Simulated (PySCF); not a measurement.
# Electronic absorption of C4H6NP

Compound: C4H6NP.
Atom-mapped SMILES: `[CH3:1][c:2]1[cH:3][p:4][cH:5][nH:6]1` (hydrogens: H7, H8, H9 on C1; H10 on C3; H11 on C5; H12 on N6)

Computed, not measured: TDDFT CAM-B3LYP/def2-SVPD, vertical, gas phase, core orbitals frozen in the response in PySCF. Isolated species at its GFN2-xTB geometry, gas phase.

**Question.** Predict the UV-vis stick spectrum at this level.

**Answer.** 

```json
{"state": "S1", "E (eV)": "5.48", "E (kJ/mol)": "529", "λ (nm)": "226.1", "f": "0.082", "symmetry": "A′", "main configurations (H = HOMO, L = LUMO)": "H→L (92%)"}
{"state": "S2", "E (eV)": "5.60", "E (kJ/mol)": "541", "λ (nm)": "221.3", "f": "0.0052", "symmetry": "A″", "main configurations (H = HOMO, L = LUMO)": "H→L+1 (90%)"}
{"state": "S3", "E (eV)": "5.94", "E (kJ/mol)": "573", "λ (nm)": "208.7", "f": "0.0055", "symmetry": "A′", "main configurations (H = HOMO, L = LUMO)": "H-1→L (59%), H→L+3 (38%)"}
{"state": "S4", "E (eV)": "6.18", "E (kJ/mol)": "596", "λ (nm)": "200.7", "f": "0.0056", "symmetry": "A″", "main configurations (H = HOMO, L = LUMO)": "H→L+2 (54%), H→L+4 (29%)"}
{"state": "S5", "E (eV)": "6.25", "E (kJ/mol)": "603", "λ (nm)": "198.2", "f": "0.015", "symmetry": "A″", "main configurations (H = HOMO, L = LUMO)": "H-2→L (94%)"}
{"state": "S6", "E (eV)": "6.56", "E (kJ/mol)": "633", "λ (nm)": "189.1", "f": "0.0007", "symmetry": "–", "main configurations (H = HOMO, L = LUMO)": "H-1→L+1 (76%), H→L+4 (8%)"}
{"state": "S7", "E (eV)": "6.68", "E (kJ/mol)": "645", "λ (nm)": "185.6", "f": "0.336", "symmetry": "A′", "main configurations (H = HOMO, L = LUMO)": "H→L+3 (50%), H-1→L (35%)"}
{"state": "S8", "E (eV)": "6.77", "E (kJ/mol)": "653", "λ (nm)": "183.2", "f": "0.014", "symmetry": "A″", "main configurations (H = HOMO, L = LUMO)": "H→L+4 (47%), H→L+2 (20%), H-1→L+1 (14%)"}
```

Triplets, Tamm–Dancoff:

```
state  E (eV)  λ (nm)  main configurations (H = HOMO, L = LUMO)
   T1    3.45   359.1                                 H→L (95%)
   T2    4.91   252.4   H→L+3 (58%), H-1→L+3 (23%), H-1→L (14%)
   T3    5.10   243.2                   H-1→L (83%), H→L+3 (8%)
```

The lowest singlet lies at 5.48 eV (226 nm, ultraviolet) and is of moderate strength; its leading configuration is HOMO→LUMO (92%). The strongest level in the table is S7 at 6.68 eV (186 nm, f = 0.336). Löwdin shares by element: HOMO carbon 45% or more, phosphorus 29%, nitrogen 10% (atoms not listed hold the other 16%); LUMO carbon 36% or more, phosphorus 36%, nitrogen 15%. The listed states span 1.29 eV, and the widest gap between neighbours is 0.34 eV (S2 to S3). Orbital energies (eV): HOMO-3 -11.14, HOMO-2 -8.94, HOMO-1 -8.32, HOMO -7.32, LUMO 1.00, LUMO+1 1.07, LUMO+2 1.82. Weighted by f, the mean energy of these states is 6.43 eV. Symmetry labels in Cs follow from the direction of the transition dipole and are given only for states with f of 0.002 or more. Singlets were solved by full linear response, triplets in the Tamm–Dancoff approximation.
